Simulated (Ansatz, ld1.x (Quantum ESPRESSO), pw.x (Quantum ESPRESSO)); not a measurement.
**gold (Au): one change to the RRKJ potential, in the atom and in the fcc crystal**

ld1.x (Quantum ESPRESSO) 7.5 input, shortened:

```
&input
   title='Au', zed=79., rel=1, dft='PW', iswitch=3,
   config='[Xe] 4f14 5d10 6s1 6p0'
 /
 &inputp
   pseudotype=2, tm=.false., lloc=0,
   nlcc=.true.
 /
3
6P  2  1   0.00   0.00  3.20  3.20  0.0
5D  3  2  10.00   0.00  1.65  1.65  0.0
6S  1  0   1.00   0.00  1.85  1.85  0.0
 &test
   configts(1)='5d10 6s1 6p0'
 /
```

Change: all radii but the core radius scaled by about 1.25 (s 2.32, p 4.00, d 2.06 bohr).

Cutoffs, loose and tight: the cutoffs (Ry, on a coarse ladder) from which the occupation-weighted sum of valence levels, in a spherical-Bessel basis at the reference potential, stays within 10 and 1 mRy of its value at 400 Ry. They do not see the model core or the augmentation charge, which bear on the density cutoff. Test errors are all-electron minus pseudo excitation energies from the reference, over the configurations 5d10 6s0 6p0; 5d9 6s0 6p0; 5d8 6s0 6p0; 5d9 6s1 6p0; 5d10 6s0 6p1; 5d10 6s0.5 6p0; 5d9 6s2 6p0 (two spin-polarised tests are not counted in the largest error); variants that change the core or the reference have their own tests.

Crystal test: fcc Au in pw.x 7.5, no spin, 14³ k-points, Fermi–Dirac smearing 0.01 Ry, cutoffs set for each file from its atomic test. The reference is all-electron LAPW (Ansatz 0.2.0) with the same functional, mesh and smearing; V0 and B0 come from Birch–Murnaghan fits to the pressures at five volumes. Errors are pseudo minus all-electron; Δ is the rms difference of the E(V) curves that follow from these fits, minima aligned, over ±6 % about the mean V0. Mesh and smearing are coarse, so the numbers serve the comparison and aren't converged zero-temperature values; the lattice is a test structure that the element need not adopt.

All-electron: a0 = 4.048 Å (V0 = 16.58 Å³/atom), B0 = 194.7 GPa.

Does the change bring the crystal closer to the all-electron result?

The mean pressure error goes from +4.41 to +5.51 GPa, so the change moves the solid further from the all-electron pressures. The B0 error goes the other way, from -4.3 to -2.7 %.

```json
{"quantity": "outcome (atom)", "base": "generated", "changed": "generated"}
{"quantity": "cutoff, loose (atom)", "base": "40 Ry", "changed": "40 Ry"}
{"quantity": "cutoff, tight (atom)", "base": "70 Ry", "changed": "40 Ry"}
{"quantity": "bound ghosts (atom)", "base": "none", "changed": "none"}
{"quantity": "largest test error (meV) (atom)", "base": "-334", "changed": "-345"}
{"quantity": "cutoffs in pw.x (Ry)", "base": "85/340", "changed": "50/200"}
{"quantity": "a0 (Å)", "base": "4.078", "changed": "4.084"}
{"quantity": "a0 error (%)", "base": "+0.74", "changed": "+0.90"}
{"quantity": "B0 error (%)", "base": "-4.3", "changed": "-2.7"}
{"quantity": "Δ (meV/atom)", "base": "15.6", "changed": "19.2"}
{"quantity": "mean pressure error (GPa)", "base": "+4.41", "changed": "+5.51"}
```

Base: The largest radius (3.20 bohr) exceeds half the bond length (2.71 bohr), so the spheres overlap, which is one possible source of error among others. This is a poor potential for the solid. Changed file: The largest radius (4.00 bohr) exceeds half the bond length (2.71 bohr), so the spheres overlap, which is one possible source of error among others. This is a poor potential for the solid. The atomic cutoffs weigh occupied waves only.
